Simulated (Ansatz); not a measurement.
The same path of BClH4 (6 atoms, charge 0, multiplicity 1) was run twice with different band settings.

These are results of Ansatz, RKS LDA/def2-SVPD, not measurements.

Relaxed end points:

```xyz
6
Properties=species:S:1:pos:R:3
B 0.032 -0.541 0.171
H -0.442 -0.009 1.341
H 1.089 -0.048 -0.193
H -0.923 0.064 -0.292
Cl -0.073 -2.333 0.278
H 0.445 -0.058 1.385
```

```xyz
6
Properties=species:S:1:pos:R:3
B 0.032 -0.539 0.171
H 0.444 -0.058 1.387
H 1.091 -0.049 -0.194
H -0.924 0.063 -0.294
Cl -0.073 -2.332 0.277
H -0.442 -0.008 1.342
```

Common settings: spring 5.0 eV/Å²; optimiser quadratic models (default); start path through a guess of the saddle point; force threshold 0.05 eV/Å; iteration limit 60; end points relaxed.

| run | movable images | climbing image |
| --- | --- | --- |
| 1 | 7 | yes |
| 2 | 6 | no |

**Question.** What does each run give, and how far can it be trusted?

**Answer.** Run 1: converged after 12 iterations, highest image 0.236 eV above the first end. A vibrational analysis at the climbing image gives one clearly imaginary mode, 504i cm⁻¹: a first-order saddle point.
Run 2: converged after 11 iterations, highest image 0.227 eV above the first end. No image climbed, so the highest image needn't sit at the top of the path.
